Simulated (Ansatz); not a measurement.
CHCl2F (`FC(Cl)Cl`) from Hartree–Fock to CCSD(T)

```
atom    x (Å)    y (Å)    z (Å)
  F1  -1.3628   0.1851  -0.1589
  C2  -0.0422   0.0994   0.0540
 Cl3   0.3135  -1.3784   0.9397
 Cl4   0.8039   0.1486  -1.4876
  H5   0.2876   0.9453   0.6528
```

Charge 0, multiplicity 1. The geometry is a stationary point of PBE0-D4/def2-TZVP. Frozen core, restricted reference, Ansatz 0.2.0. CBS rows extrapolate triple and quadruple zeta; past MP2 they add the triple-zeta difference.

```json
{"basis": "def2-SVP", "HF (Eh)": "-1056.46308", "MP2 corr.": "-0.58975"}
{"basis": "def2-TZVPP", "HF (Eh)": "-1056.95531", "MP2 corr.": "-0.79415"}
{"basis": "def2-QZVPP", "HF (Eh)": "-1056.98686", "MP2 corr.": "-0.86913"}
```

Task: Estimate the CCSD correlation energy and the (T) correction in each basis where they were run (hartree).

Result: 
```json
{"basis": "def2-SVP", "CCSD corr.": "-0.62148", "(T)": "-0.01443"}
{"basis": "def2-TZVPP", "CCSD corr.": "-0.82863", "(T)": "-0.03344"}
{"basis": "CBS(def2)", "CCSD corr.": "-0.95917", "(T)": "as TZ"}
```
